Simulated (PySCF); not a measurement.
# C3H3+: magnetic properties

Wanted: magnetic properties for C3H3+ (`c1c[cH+]1`).

Computed with PySCF 2.14.0 and routines of our own; the level stands in each step. Atoms count from 0.

### Step 1. The system as given

6 atoms, charge 1, multiplicity 1; geometry from: GFN2-xTB.

### Step 2. Optimising the geometry at PBE0-D3(BJ)/def2-SVP

Job settings and geometry (Å):

```
{"job": {"xc": "PBE0", "basis": "def2-SVP", "d3": "d3bj", "grid": 1, "kind": "geom"}, "charge": 1, "multiplicity": 1}
C     -0.561381    -0.562418    -0.013037
C     -0.206094     0.768473     0.008684
C      0.769033    -0.204857     0.006810
H     -1.319329    -1.322083    -0.031666
H     -0.485154     1.804769     0.018902
H      1.806047    -0.481893     0.015029
```

Run with:

```sh
$ OMP_NUM_THREADS=1 python excited_run.py task.json out
```

The driver reads the jobs from task.json and runs them one after another.

The program printed:

```text
step   0  E = -115.50436132  max force = 0.036449
step   1  E = -115.50435905  max force = 0.012324
step   2  E = -115.50522931  max force = 0.007584
step   3  E = -115.50576080  max force = 0.000245
step   4  E = -115.50576103  max force = 0.000016
optimisation converged
```

It took 3.2 s on 1 thread of Arm Neoverse V1, shared host; peak memory 0.28 GiB.

Step by step:

```csv
step,energy from step 0 (eV),largest force component (eV/Å)
0,0.0000,1.8743
1,0.0001,0.6337
2,-0.0236,0.3900
3,-0.0381,0.0126
4,-0.0381,0.0008
```

Close pairs (by a distance rule), those that changed most:

```csv
bond,before (Å),after (Å),change (Å)
C1–H4,1.073,1.094,+0.021
C0–H3,1.073,1.094,+0.021
C2–H5,1.073,1.094,+0.021
C0–C2,1.378,1.364,-0.014
C1–C2,1.378,1.364,-0.014
C0–C1,1.378,1.364,-0.014
```

The final coordinates are the input of the step that follows.

```csv
at the end point,value
point group (found at 0.08 Å tolerance),D3h
"rotational constants (GHz, main isotopes)","30.605, 30.605, 15.303"
```

### Step 3. Magnetic properties: GIAO B3LYP/aug-cc-pVTZ

Job settings and geometry (Å):

```
{"job": {"kind": "mag", "xc": "B3LYP", "basis": "aug-cc-pVTZ"}, "charge": 1, "multiplicity": 1}
C     -0.397110    -0.679287    -0.011953
C     -0.389327     0.684512     0.004505
C      0.787897    -0.004293     0.009694
H     -0.949324    -1.623433    -0.029550
H     -0.930746     1.635031     0.009755
H      1.881752    -0.010726     0.022118
```

With the program's defaults for keys left out, this is: GIAO B3LYP/aug-cc-pVTZ magnetisability, rotational g tensor and spin-rotation constants, non-relativistic, gas phase.

The program printed:

```text
coarse grid: 5120 points
cycle   1  E = -115.7693532873  dE =  7.588e-01  |g| = 1.314e-01  |ddm| = 5.622e+00
cycle   2  E = -115.7746979258  dE = -5.345e-03  |g| = 2.932e-02  |ddm| = 5.845e-01
cycle   3  E = -115.7748604499  dE = -1.625e-04  |g| = 1.147e-02  |ddm| = 9.858e-02
cycle   4  E = -115.7748898002  dE = -2.935e-05  |g| = 4.133e-03  |ddm| = 3.331e-02
cycle   5  E = -115.7748938095  dE = -4.009e-06  |g| = 3.492e-04  |ddm| = 7.904e-03
final grid: 49744 points
cycle   6  E = -115.7740682761  dE = -3.038e-05  |g| = 3.006e-03  |ddm| = 2.178e-01
cycle   7  E = -115.7740687633  dE = -4.872e-07  |g| = 2.550e-03  |ddm| = 1.173e-02
cycle   8  E = -115.7740703626  dE = -1.599e-06  |g| = 4.036e-04  |ddm| = 5.399e-03
cycle   9  E = -115.7740703882  dE = -2.557e-08  |g| = 2.227e-04  |ddm| = 8.524e-04
cycle  10  E = -115.7740704002  dE = -1.200e-08  |g| = 2.046e-05  |ddm| = 3.482e-04
cycle  11  E = -115.7740704003  dE = -9.464e-11  |g| = 6.598e-07  |ddm| = 3.403e-05
converged SCF energy = -115.7740704003

Magnetisability tensor (1e-30 J/T^2)
     -118.10       -0.07        5.94
       -0.07     -118.10        6.24
        5.94        6.24     -638.34
isotropic -291.51   principal values    -638.48   -118.03   -118.02
isotropic susceptibility -17.555 1e-6 cm^3/mol

Inertial axes            a          b          c
rot. const./GHz     30.6054    30.6048    15.3026
chi total            -7.108     -7.108    -38.450
chi diamagnetic     -68.408    -68.408   -109.273
chi paramagnetic     61.301     61.301     70.823
quadrupole/D A        3.022      3.022     -6.043
g nuclear            0.6643     0.6643     0.6643
g electronic        -0.8814    -0.8814    -0.5091
g total             -0.2171    -0.2171     0.1552

Spin-rotation constants (kHz, H = +C I.J)
atom  isotope        aa         bb         cc
  3     1H       -0.080     -0.080     -1.817
  4     1H       -0.080     -0.080     -1.817
  5     1H       -0.079     -0.079     -1.817
  0    13C*      16.174     16.578      0.944
* in the singly substituted isotopologue
```

Run time: 9 s. Hardware: 1 thread of Arm Neoverse V1, shared host; peak memory 0.74 GiB.

From this job:

```csv
quantity,value
magnetisability,-292·10⁻³⁰ J/T²
molar susceptibility,-17.6·10⁻⁶ cm³/mol
"rotational g (a, b, c)","-0.2171, -0.2171, 0.1552"
```

### Step 4. What came out

| quantity | value |
| --- | --- |
| point group | D3h |
| rotational constants (main isotopes) | 30.61, 30.60, 15.30 GHz |
| magnetisability (step 3, GIAO B3LYP/aug-cc-pVTZ) | -292·10⁻³⁰ J/T² |
| molar susceptibility (step 3, GIAO B3LYP/aug-cc-pVTZ) | -17.6·10⁻⁶ cm³/mol |
| rotational g (a, b, c) (step 3, GIAO B3LYP/aug-cc-pVTZ) | -0.2171, -0.2171, 0.1552 |

The optimisation took 4 steps and gained 0.038 eV; among the close pairs (by a distance rule), C1–H4 changed most, from 1.073 to 1.094 Å. No frequency check was run at this level, so the end point may be a saddle. For an ion, the motion of the centre of mass in the field is left out. Vibrational averaging and real surroundings are missing from these values.
